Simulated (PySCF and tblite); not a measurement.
Values are calculated unless marked as measured or tabulated.
1,3-difluoropropane, C3H6F2, numbered as in [F:1][CH2:2][CH2:3][CH2:4][F:5].

First level. Level: PBE0-D3(BJ)/def2-TZVP//PBE0-D3(BJ)/def2-SVP, thermal terms from GFN2-xTB, symmetry numbers and mirror pairs counted. Conformers within 3 kcal/mol (GFN2-xTB free energy) were kept, 8 at most. GIAO shieldings: PBE0/pcSseg-2. Shifts are against TMS (¹H), TMS (¹³C), CFCl3 (¹⁹F) at the same level. (PySCF 2.14, tblite 0.8.)

It gives, at 298.15 K, with 4 conformers (largest weight 61 %): ¹H: 4.49 (H2/H4, 4H), 1.83 (H3, 2H) ppm. ¹³C: 82.1 (C2/C4), 36.0 (C3) ppm. ¹⁹F: -248.2 (F1/F5) ppm.

Second level: PBE0-D3(BJ)/def2-SVP geometries, energies PBE0-D3(BJ)/pcSseg-1 (IEF-PCM, cyclohexane), shieldings PBE0/pcSseg-1 (IEF-PCM, cyclohexane), on up to 4 of the same conformers.

(1) How do the averaged shifts change?

Unscaled ¹⁹F shifts at such levels can be off by tens of ppm; differences between conformers or isomers are more reliable. Shifts are unscaled: against experiment ¹³C can be off by 15 ppm or more and ¹H by 0.8 ppm.

## Answers

(1) 
```json
{"signal": "H2/H4", "first": "4.49", "second": "4.64", "change (ppm)": "0.15"}
{"signal": "H3", "first": "1.83", "second": "1.77", "change (ppm)": "-0.06"}
{"signal": "C2/C4", "first": "82.1", "second": "79.9", "change (ppm)": "-2.2"}
{"signal": "C3", "first": "36.0", "second": "34.6", "change (ppm)": "-1.4"}
{"signal": "F1/F5", "first": "-248.2", "second": "-250.6", "change (ppm)": "-2.4"}
```

The largest weight becomes 74 %.
